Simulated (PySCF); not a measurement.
## AlP from Hartree–Fock to correlated methods

State: ³Σ⁻ (triplet), unpaired electrons π ↑↑. Set-up: Al 6-31G(d,p), P 6-31G(d,p); no relativity (PySCF 2.14). De refers to Al + P in their high-spin ground configurations, without counterpoise correction. The functionals are run spin-unrestricted. A positive dipole means Al(−)P(+).

```json
{"Level": "UHF", "Re (Å)": "2.435", "ωe (cm⁻¹)": "380", "De (eV)": "1.04", "μ (D)": "-1.45"}
{"Level": "UHF-MP2", "Re (Å)": "2.416", "ωe (cm⁻¹)": "386", "De (eV)": "1.61", "μ (D)": "n/a"}
{"Level": "UHF-SCS-MP2", "Re (Å)": "2.426", "ωe (cm⁻¹)": "380", "De (eV)": "1.59", "μ (D)": "n/a"}
{"Level": "UHF-CCSD", "Re (Å)": "2.420", "ωe (cm⁻¹)": "381", "De (eV)": "1.62", "μ (D)": "n/a"}
{"Level": "UHF-CCSD(T)", "Re (Å)": "2.423", "ωe (cm⁻¹)": "378", "De (eV)": "1.69", "μ (D)": "n/a"}
{"Level": "PBE", "Re (Å)": "2.464", "ωe (cm⁻¹)": "353", "De (eV)": "2.29", "μ (D)": "-0.99"}
{"Level": "PW91", "Re (Å)": "2.462", "ωe (cm⁻¹)": "353", "De (eV)": "2.32", "μ (D)": "-0.99"}
{"Level": "BP86", "Re (Å)": "2.468", "ωe (cm⁻¹)": "350", "De (eV)": "2.32", "μ (D)": "-1.02"}
{"Level": "r²SCAN", "Re (Å)": "2.442", "ωe (cm⁻¹)": "364", "De (eV)": "2.15", "μ (D)": "-0.98"}
{"Level": "PBE0", "Re (Å)": "2.438", "ωe (cm⁻¹)": "370", "De (eV)": "2.17", "μ (D)": "-1.12"}
{"Level": "M06", "Re (Å)": "2.428", "ωe (cm⁻¹)": "380", "De (eV)": "2.42", "μ (D)": "-1.08"}
{"Level": "LC-ωPBE", "Re (Å)": "2.401", "ωe (cm⁻¹)": "397", "De (eV)": "2.04", "μ (D)": "-1.16"}
```

The bond length runs from 2.401 Å (LC-ωPBE) to 2.468 Å (BP86). De spans 1.04 eV (UHF, mean field) to 2.42 eV (M06, hybrid meta-GGA). Correlation at CCSD(T) changes the Hartree–Fock bond energy by +0.65 eV; the triples alone change it by +0.07 eV.

Correlated steps freeze 10 core orbitals. Correlated levels converge slowly with the basis: in double zeta they bind strong bonds too weakly, by up to about 1 eV, and carry superposition errors of some tenths. The state is the lowest determinant that a PBE0 search found; another state may lie lower at other levels.
